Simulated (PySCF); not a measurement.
Job file and geometry (Å, from GFN2-xTB, dihedral held) of an NMR shielding run on 1-fluorobutane, C4H9F, PySCF 2.14.0, density-fitted response routines, GIAO PBE0/pcSseg-1 NMR shielding, non-relativistic, gas phase; density fitting, a coarse starting grid and PySCF grid level 2 are the driver's defaults:

```
{"job": {"kind": "nmr", "xc": "PBE0", "basis": "pcSseg-1", "pop": true}, "charge": 0, "multiplicity": 1}
C     -1.969499    -0.045317    -0.018164
C     -0.542779    -0.216440     0.488675
C      0.513466     0.178019    -0.545292
C      0.424543     1.629777    -0.998168
F     -0.573487     1.807683    -1.927150
H     -2.113956    -0.599590    -0.942679
H     -2.192223     0.999597    -0.212546
H     -2.678914    -0.414283     0.719176
H     -0.403705     0.387792     1.388940
H     -0.378872    -1.260599     0.763903
H      1.506568     0.019944    -0.120808
H      0.415484    -0.458022    -1.427539
H      1.351518     1.945327    -1.489239
H      0.200268     2.302375    -0.163544
```

Q: What does the program print?

A: 
```
coarse grid: 11016 points
cycle   1  E = -257.2736451872  dE =  3.045e-01  |g| = 5.155e-01  |ddm| = 2.984e+00
cycle   2  E = -257.2481879068  dE =  2.546e-02  |g| = 6.718e-01  |ddm| = 8.168e-01
cycle   3  E = -257.3264052281  dE = -7.822e-02  |g| = 5.268e-02  |ddm| = 4.541e-01
cycle   4  E = -257.3267905984  dE = -3.854e-04  |g| = 2.639e-02  |ddm| = 4.620e-02
cycle   5  E = -257.3269358015  dE = -1.452e-04  |g| = 3.933e-03  |ddm| = 2.073e-02
cycle   6  E = -257.3269388882  dE = -3.087e-06  |g| = 8.929e-04  |ddm| = 3.647e-03
final grid: 104784 points
cycle   7  E = -257.3637206623  dE = -3.571e-05  |g| = 8.578e-03  |ddm| = 2.223e-02
cycle   8  E = -257.3637122737  dE =  8.389e-06  |g| = 1.072e-02  |ddm| = 1.420e-02
cycle   9  E = -257.3637387276  dE = -2.645e-05  |g| = 8.552e-04  |ddm| = 7.672e-03
cycle  10  E = -257.3637388314  dE = -1.038e-07  |g| = 2.318e-04  |ddm| = 6.577e-04
cycle  11  E = -257.3637388393  dE = -7.932e-09  |g| = 4.226e-05  |ddm| = 1.603e-04
cycle  12  E = -257.3637388397  dE = -3.643e-10  |g| = 1.356e-05  |ddm| = 4.404e-05
converged SCF energy = -257.3637388397

GIAO shielding tensors (ppm)
atom      isotropic    diamagn.    paramagn.     s11        s22        s33       span
  0 C      170.713     246.875     -76.162    160.040    168.865    183.233     23.193
  1 C      159.644     247.073     -87.429    151.868    157.828    169.236     17.368
  2 C      151.041     249.015     -97.975    142.021    153.536    157.565     15.544
  3 C       98.511     241.921    -143.410     60.751     85.947    148.834     88.083
  4 F      409.828     472.833     -63.005    364.074    401.617    463.792     99.717
  5 H       30.816      29.899       0.917     27.187     28.907     36.353      9.166
  6 H       30.341      29.828       0.512     25.811     29.992     35.219      9.408
  7 H       30.593      28.763       1.830     26.038     27.813     37.929     11.891
  8 H       30.372      31.676      -1.304     26.213     28.830     36.073      9.861
  9 H       30.032      31.426      -1.394     25.019     28.586     36.491     11.471
 10 H       30.132      31.619      -1.486     25.249     28.731     36.417     11.168
 11 H       29.974      31.271      -1.296     26.607     28.569     34.747      8.141
 12 H       26.707      27.949      -1.242     21.669     27.194     31.259      9.590
 13 H       27.098      29.340      -2.242     23.265     27.215     30.815      7.551
```

The geometry is no minimum: GFN2-xTB, dihedral held.

Size and cost of the density-fitted run: 130 basis functions, 11 s wall time on 1 thread of an x86-64 server CPU, shared host.
